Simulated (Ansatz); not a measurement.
C3H5FO, SMILES `C/C(F)=C\O`, relaxed with RKS PBE-D4/def2-SVP in the Gaussian-basis code of Ansatz from a rough embedded geometry. The force threshold is 0.03 eV/Å; the program also tests the step.

Total charge 0; spin multiplicity 1.

Start:

```xyz
10

C     0.599   -0.187    1.114
C    -0.581   -0.352    0.152
F    -1.630   -1.077    0.619
C    -0.653    0.079   -1.077
O     0.163    0.851   -1.822
H     1.020   -1.108    1.334
H     1.410    0.442    0.629
H     0.299    0.346    1.976
H    -1.591   -0.055   -1.660
H     0.963    1.060   -1.265
```

```
step  energy (eV)  largest force (eV/Å)  largest move (Å)
   1   -7940.4543                 3.156             0.000
   2   -7940.7453                 1.158             0.077
   3   -7940.7921                 0.372             0.085
   4   -7940.8001                 0.112             0.029
   5   -7940.8010                 0.036             0.011
   6   -7940.8011                 0.017             0.012
```

End:

```xyz
10

C     0.590   -0.167    1.077
C    -0.560   -0.341    0.142
F    -1.578   -1.077    0.666
C    -0.702    0.129   -1.117
O     0.191    0.879   -1.823
H     1.028   -1.148    1.362
H     1.401    0.444    0.629
H     0.271    0.335    2.015
H    -1.621   -0.087   -1.683
H     0.979    1.033   -1.269
```

It took 5 s on 4 threads of an Arm Neoverse V2 on a shared host, with 0.13 GiB of host memory at the peak.
